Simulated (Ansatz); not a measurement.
**C₂H₃NS: a ladder of functionals and wavefunction methods**

Aim: compute C₂H₃NS with functionals from several rungs and with coupled cluster. The yardstick is the atomisation energy at the CCSD(T) limit.

The runs use Ansatz 0.2.0, Gaussian basis; functionals in def2-TZVPP, the program's frozen cores in correlated methods.

Plan: LDA (SPW92), PBE-D4, revPBE-D4, BLYP-D4, r2SCAN-D4, B97M-V, PBE0-D4, B3LYP-D4, r2SCANh-D4, r2SCAN0-D4, HSE06-D4, BHLYP-D4, CAM-B3LYP-D4, LC-ωPBE, ωB97X-V, ωB97M-V, B2PLYP, PBE-QIDH; CCSD(T)/def2-SVP; CCSD(T)/def2-TZVPP; MP2/def2-QZVPP; extrapolation to the limit; RPA on PBE.

## (1) The geometry

An earlier PBE0-D4 in a triple-zeta def2 set relaxation fixed the geometry.

SMILES `NC=C=S`, 7 atoms, charge 0, spin multiplicity 1.

Atoms are counted from 1 here; the program's logs count them from 0.

Bond lengths: N1–C2 1.407 Å, N1–H5 1.010 Å, N1–H6 1.011 Å, C2–C3 1.311 Å, C2–H7 1.086 Å, C3–S4 1.558 Å. Angles: C2–N1–H5 112.6°, C2–N1–H6 112.1°, H5–N1–H6 109.4°, N1–C2–C3 126.2°, N1–C2–H7 116.3°, C3–C2–H7 117.3°, C2–C3–S4 178.0°.

As a file:

```xyz
7
charge 0, multiplicity 1
N    -0.04713    1.16123   -0.16896
C     0.34151   -0.08813    0.34768
C     0.09371   -1.25886   -0.18789
S    -0.15727   -2.64376   -0.85584
H    -0.68200    1.07763   -0.95019
H    -0.46198    1.75255    0.53905
H     0.97446   -0.06847    1.23036
```

## (2) LDA

This LDA is Slater exchange with PW92 correlation.

Input file in.yaml:

```yaml
crystal:
  periodic: [false, false, false]
  atoms:
    - {symbol: N, position_ang: [-0.047128, 1.161230, -0.168964]}
    - {symbol: C, position_ang: [0.341509, -0.088129, 0.347681]}
    - {symbol: C, position_ang: [0.093711, -1.258859, -0.187888]}
    - {symbol: S, position_ang: [-0.157271, -2.643758, -0.855844]}
    - {symbol: H, position_ang: [-0.682005, 1.077634, -0.950186]}
    - {symbol: H, position_ang: [-0.461977, 1.752550, 0.539046]}
    - {symbol: H, position_ang: [0.974460, -0.068466, 1.230355]}
basis:
  gaussian: {orbitals: def2-TZVPP}
hamiltonian: {xc: lda}
output: {orbitals: {seedname: orbitals}}
```

Launch:

```bash
ansatz run in.yaml --threads 2 --pin off --events-out ev --progress --plain --max-ram 4352MiB
```

Further steps of the session: PBE-D4 (GGA); revPBE-D4 (GGA); BLYP-D4 (GGA); r2SCAN-D4 (meta-GGA); B97M-V (meta-GGA); PBE0-D4 (hybrid); B3LYP-D4 (hybrid); r2SCANh-D4 (hybrid); r2SCAN0-D4 (hybrid); HSE06-D4 (hybrid); BHLYP-D4 (hybrid); CAM-B3LYP-D4 (range-separated); LC-ωPBE (range-separated); ωB97X-V (range-separated); ωB97M-V (range-separated); B2PLYP (double hybrid); PBE-QIDH (double hybrid); CCSD(T) in def2-SVP; CCSD(T) in def2-TZVPP; MP2 in def2-QZVPP; RPA on PBE orbitals.

**Question.** What will the summary of the whole plan be? Wanted: atomisation energy, CCSD(T)/CBS; farthest beyond LDA; mean size of error, GGA; mean size of error, meta-GGA; mean size of error, hybrid; mean size of error, range-separated; mean size of error, double hybrid; gap, smallest and largest; T1 diagnostic.

The runs gave:

| quantity | value |
| --- | --- |
| atomisation energy, CCSD(T)/CBS | 641.8 kcal/mol |
| functionals within 3.2 kcal/mol (0.5 %) | r2SCANh-D4, LC-ωPBE, ωB97X-V, B2PLYP, PBE-QIDH |
| farthest beyond LDA | PBE-D4 (+35.9 kcal/mol) |
| mean size of error, GGA | 22.0 kcal/mol |
| mean size of error, meta-GGA | 7.7 kcal/mol |
| mean size of error, hybrid | 11.5 kcal/mol |
| mean size of error, range-separated | 4.1 kcal/mol |
| mean size of error, double hybrid | 2.1 kcal/mol |
| gap, smallest and largest | 1.33 eV (LDA (SPW92)), 8.22 eV (LC-ωPBE) |
| T1 diagnostic | 0.0165 |
| triples share of the correlation energy | 5.0 % |

In words: LDA overbinds by 123.8 kcal/mol (19 %). PBE-D4 misses by +35.9 kcal/mol. Double hybrids carry the basis error of their MP2 part in triple zeta, and no dispersion term here, so their miss is partly the set-up's. Taken by rung, double hybrid functionals do best (2.1 kcal/mol on average) and GGA ones worst beyond LDA (22.0 kcal/mol). The reference freezes the cores and leaves out relativity and excitations past (T), so misses under about 3.2 kcal/mol can't be ranked. Hartree-Fock recovers 66 % of the binding; the rest is correlation. CCSD(T) in def2-SVP is off by -41.1 kcal/mol, which most functionals beat. Orbital gaps span 1.3 to 8.2 eV; exact exchange widens them. The restricted reference is unstable towards a spin-broken one.
